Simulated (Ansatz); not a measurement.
Process, species as SMILES: [OH] (OH) → [OH-] (an electron is taken up)
B3LYP-D3(BJ)/def2-TZVP geometries, fixed; electronic energies without zero-point terms; positive where energy is released.

Basis-set convergence of the adiabatic electron affinity at MP2 with Ansatz (a first-principles code). Cartesian d functions, on some or all atoms, in 6-31G*, 6-31G**; all else is spherical. Cores are frozen. Open shells are unrestricted. No added dispersion term, no relativity. Functions are those of the species that has most. Reference: Hartree-Fock in aug-cc-pV5Z plus the correlation part extrapolated as X^-3 from aug-cc-pVQZ and aug-cc-pV5Z, 2.193 eV, itself unsure by roughly 0.011 eV (a third of the extrapolation step and of the last Hartree-Fock step). Deviations are taken from unrounded values.

| basis | functions | adiabatic electron affinity (eV) | minus reference (eV) |
|---|---|---|---|
| STO-3G | 6 | -8.308 | -10.501 |
| 3-21G | 11 | -2.173 | -4.366 |
| 6-31G | 11 | -0.406 | -2.599 |
| 6-31G* | 17 | -0.217 | -2.410 |
| cc-pVDZ | 19 | -0.470 | -2.663 |
| 6-31G** | 20 | -0.164 | -2.356 |
| 6-311G** | 24 | 0.021 | -2.172 |
| aug-pcseg-1 | 32 | 1.979 | -0.214 |
| cc-pVTZ | 44 | 0.781 | -1.412 |
| aug-pcseg-2 | 69 | 2.057 | -0.136 |
| cc-pVQZ | 85 | 1.379 | -0.814 |
| aug-pcseg-3 | 134 | 2.118 | -0.075 |
| cc-pV5Z | 146 | 1.832 | -0.361 |

Of the sets listed that have larger relatives (same family, alike in diffuse functions), none stays within 0.05 eV of the reference together with them.
